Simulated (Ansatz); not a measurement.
A nudged elastic band was laid between two geometries of ClH + H4Si (7 atoms, charge 0, multiplicity 1).

These are results of RKS B3LYP-D4/cc-pVDZ (Ansatz), not measurements.

```yaml
movable_images: 7
climbing_image: yes
spring: 5.0 eV/Å²
optimiser: quadratic models (default)
start_path: through a guess of the saddle point
force_threshold: 0.05 eV/Å
iteration_limit: 60
end_points: relaxed
```

First end point:

```xyz
7
Properties=species:S:1:pos:R:3
Si 0.339 0.000 -0.155
H 0.229 0.000 1.340
H 1.787 0.000 -0.526
H -0.327 1.224 -0.690
H -0.327 -1.224 -0.690
Cl -3.102 0.000 1.671
H -1.857 0.000 2.039
```

Last end point:

```xyz
7
Properties=species:S:1:pos:R:3
Si -0.425 0.000 -0.738
H 0.031 0.000 3.396
H 0.708 0.000 0.230
H -0.400 1.226 -1.584
H -0.400 -1.226 -1.584
Cl -2.216 0.000 0.360
H -0.556 0.000 2.911
```

Problem. Which bonds break or form, and what moves?

Solution. Bonds broken: Si1–H2, Cl6–H7. Bonds formed: Si1–Cl6, H2–H7. ClH + H4Si becomes ClH3Si + H2.

Problem. Give the energies along the band, and the barrier.

Solution. It converged. The highest image is number 3 of 0 to 8, 163.0 kJ/mol above the first end and 217.3 kJ/mol above the last; the last end lies 54.4 kJ/mol below the first. A vibrational analysis at the climbing image gives one clearly imaginary mode, 951i cm⁻¹, and a faint second one (31i cm⁻¹) that may be numerical noise or a soft torsion: probably a first-order saddle point. The orbitals stay closed-shell, which can raise the energy where a bond breaks towards radicals; this wasn't checked here.

```csv
image,path coordinate (Å),energy (kJ/mol),Si1–H2 (Å),Cl6–H7 (Å),Si1–Cl6 (Å)
0,0.00,0.0,1.50,1.30,3.89
1,0.62,6.1,1.51,1.31,3.43
2,1.23,61.0,1.55,1.37,2.91
3,1.85,163.0,1.76,1.76,2.55
4,2.44,92.4,2.14,2.06,2.26
5,3.03,7.6,2.57,2.27,2.14
6,3.62,-38.8,3.03,2.54,2.11
7,4.21,-52.4,3.58,2.86,2.10
8,4.80,-54.4,4.16,3.04,2.10
```

Problem. What is the geometry of the highest image?

Solution. 
```xyz
7
Properties=species:S:1:pos:R:3
Si -0.189 0.000 -0.066
H 0.067 0.000 1.680
H 1.318 0.000 -0.011
H -0.574 1.293 -0.680
H -0.574 -1.293 -0.680
Cl -2.476 0.000 1.057
H -0.830 0.000 1.689
```

Time of the run: 97 s on 1 thread of Intel(R) Xeon(R) 6975P-C (Granite Rapids) (shared host), peak memory 0.14 GiB.
